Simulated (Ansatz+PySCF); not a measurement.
The numbers below are computed, except where a source is named.
## Ansatz (development build ahead of 0.2.0) run

```yaml
crystal:
  periodic: [false, false, false]
  atoms:
    - { symbol: Si, position_ang: [0.0, 0.0, 0.0] }
    - { symbol: S, position_ang: [1.37511, 1.83348, 3.96959] }
basis:
  gaussian: { orbitals: STO-3G }
hamiltonian:
  xc: hf
correlation:
  method: fci
  frozen_orbitals: { S: 5, Si: 5 }
```

The input is written out in the form of the current development build from the run's settings.

Results

| Property | Result |
| --- | --- |
| Converged | yes |
| Total energy | -678.60994 hartree |
| State | lowest singlet root, of any spatial symmetry |
